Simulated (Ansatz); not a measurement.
`C[CH2][AlH2]`. The species carries charge 0 and has multiplicity 1.

Z-matrix (Å, degrees):
```
C
C 1 1.528
H 1 1.093 2 111.7
H 1 1.094 2 112.2 3 120.4
H 1 1.093 2 111.7 3 -119.2
Al 2 1.958 1 116.9 3 59.6
H 2 1.099 1 110.4 3 -177.4
H 2 1.099 1 110.4 3 -63.2
H 6 1.592 2 121.0 1 -0.5
H 6 1.592 2 119.8 1 179.5
```

(1) List the harmonic frequencies (cm⁻¹, unscaled) at PBE0-D4/def2-TZVP in Ansatz. (Best estimate.)

(2) Is this a minimum?

(3) Give the ideal-gas thermochemistry at 298.15 K and 1 bar (rigid rotor, harmonic oscillator; point group Cs, symmetry number 1).

(4) And at 400, 500, 600, 800 and 1000 K?

Answers

(1) Ansatz gave: 69, 189, 189, 450, 495, 611, 666, 791, 925, 963, 1043, 1222, 1250, 1409, 1431, 1489, 1501, 1902, 1907, 3011, 3036, 3042, 3098, 3108.

(2) Yes, all 24 modes are real.

(3) Zero-point energy 202.1 kJ/mol; H(298) − E = 219.9 kJ/mol; entropy 307.9 J/(mol·K), of which translation 159.5, rotation 100.1, vibration 48.4; G(298) − E = 128.1 kJ/mol. Modes under 100 cm⁻¹ are hindered rotations or soft bends, so the harmonic entropy is rough.

(4) 
```csv
T (K),H − E (kJ/mol),S (J/mol/K),G − E (kJ/mol)
400,229.7,336.1,95.3
500,241.1,361.4,60.4
600,254.0,384.9,23.0
800,283.4,427.1,-58.3
1000,316.6,464.0,-147.4
```
